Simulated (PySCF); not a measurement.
Solvent effects on NMR parameters

Mapped SMILES: `[CH3:1][S:2][C:3]#[N:4]`. Hydrogens are named by the atom that carries them.

GIAO PBE0/pcSseg-1 in PySCF on one PBE0-D3(BJ)/def2-SVP conformer, non-relativistic, equivalent nuclei averaged. Solvents enter as an IEF-PCM continuum (tetrahydrofuran with ε = 7.4, methanol with ε = 32.6) around the gas-phase geometry. Shifts are referred to TMS, CS2 computed in the same medium.

Gas phase, δ in ppm: C3 117.3, C1 20.6, S2 -69.0, H(C1) 2.33. Dipole moment 4.21 D.

Task: How does each δ change in the continuum?

Result: 
```
atoms                              environment  Δδ, tetrahydrofuran  Δδ, methanol
   C3                           nitrile carbon                 +7.6          +9.1
   C1                methyl carbon bonded to S                 +0.8          +1.0
   S2                           sulfide sulfur                 -1.1          -1.1
H(C1)  hydrogen on a methyl carbon bonded to S                +0.27         +0.32
```

Changes are relative to the gas phase. The dipole moment becomes 5.27 D in tetrahydrofuran, 5.47 D in methanol.

Task: Which nuclei move most (in ppm), and what does the model miss?

Result: C3 (nitrile carbon, +9.1 ppm) in methanol. A continuum only polarises the solute; specific hydrogen bonds, the anisotropy of aromatic solvents and changes of geometry or conformer are outside it.
